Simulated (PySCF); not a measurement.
tetrafluoromethane: bond dissociation enthalpies at several levels

Structure: `FC(F)(F)F` (CF4). Numbering: `[F:1][C:2]([F:3])([F:4])[F:5]`

All levels share the PBE0-D3(BJ)/def2-SVP structures and the PBE0-D3(BJ)/def2-SVP thermal terms; only the single-point energies (PySCF) change. Values are bond dissociation enthalpies (298 K, kJ/mol).

```tsv
level	F1–C2	abs. error	time
HF/def2-TZVP	370	174.8	2.1 s
PBE0-D3(BJ)/6-31G	471	73.3	1.5 s
BHandHLYP/def2-TZVP	496	48.3	4.9 s
TPSSh-D3(BJ)/def2-TZVP (grid 3)	512	32.1	12 s
TPSS-D3(BJ)/def2-TZVP (grid 3)	516	28.2	18 s
PBE0-D3(BJ)/6-311+G**	517	27.3	3.4 s
BLYP-D3(BJ)/def2-TZVP	518	26.1	11 s
B3LYP-D3(BJ)/def2-TZVP	520	25.0	5.8 s
PBE0-D3(BJ)/aug-cc-pVDZ	522	22.5	3.6 s
PBE0-D3(BJ)/6-311++G(2d,2p)	522	22.1	4.4 s
PBE0-D3(BJ)/6-31+G*	523	21.1	2.6 s
HSE06/def2-TZVP	525	20.0	13 s
PBE0-D3(BJ)/ma-def2-TZVP	526	18.4	6.8 s
PBE0-D3(BJ)/def2-TZVPD	527	18.0	8.2 s
M06-L/def2-TZVP (grid 3)	527	17.7	18 s
PBE0-D3(BJ)/jun-cc-pV(T+d)Z	527	17.2	7.7 s
PBE0-D3(BJ)/ma-def2-SVP	528	16.7	2.5 s
PBE0-D3(BJ)/aug-cc-pVTZ	528	16.6	11 s
r2SCAN-D3(BJ)/def2-TZVP (grid 3)	528	16.3	17 s
PBE0-D3(BJ)/pcseg-1	529	15.7	2 s
PBE0-D3(BJ)/pcseg-2	529	15.6	5.4 s
PBE0-D3(BJ)/def2-TZVP	529	15.5	–
PBE0-D3(BJ)/def2-TZVPP	529	15.5	5.5 s
OPBE/def2-TZVP	532	12.8	11 s
PBE0-D3(BJ)/def2-SVPD	532	12.5	3.3 s
B97-2/def2-TZVP	532	12.4	5.4 s
PBE0-D3(BJ)/aug-pcseg-1	533	11.7	3.6 s
ωB97X-D3(BJ)/def2-TZVP	534	10.5	6.7 s
PBE0-D3(BJ)/cc-pVTZ	534	10.2	5.1 s
CAM-B3LYP-D3(BJ)/def2-TZVP	535	9.9	7 s
LC-ωPBE/def2-TZVP	535	9.9	12 s
PBE0-D3(BJ)/cc-pVDZ	538	6.3	2 s
BP86-D3(BJ)/def2-TZVP	538	6.1	9.8 s
ωB97M-D3(BJ)/def2-TZVP (grid 3)	542	2.7	13 s
PBE-D3(BJ)/def2-TZVP	544	0.3	10 s
M06-2X/def2-TZVP (grid 3)	546	1.1	14 s
M06/def2-TZVP (grid 3)	551	6.2	13 s
PBE0-D3(BJ)/6-31G*	553	8.5	2 s
PBE0-D3(BJ)/def2-SVP	553	8.6	1.9 s
PBE0-D3(BJ)/def2-SV(P)	553	8.6	2 s
LDA/def2-TZVP	653	108.3	8.5 s
ATcT 1.112	545
```

Times are wall times for all single points of a level on 1 thread of Arm Neoverse V1, a shared host; the dash marks the run that also made the structures. BLYP, BP86, HSE06, LC-ωPBE, LDA, M06-L, OPBE, PBE, TPSS, r2SCAN ran on a slower path of this set-up, which computes the density-fitting integrals anew in every SCF cycle while the other levels store them. So the times needn't show the usual order of cost, and those levels read slower than they are.

Hartree-Fock leaves out electron correlation, so its bond energies come out too low, often by 100 kJ/mol or more.

The spread: 283 kJ/mol, from 370 to 653.
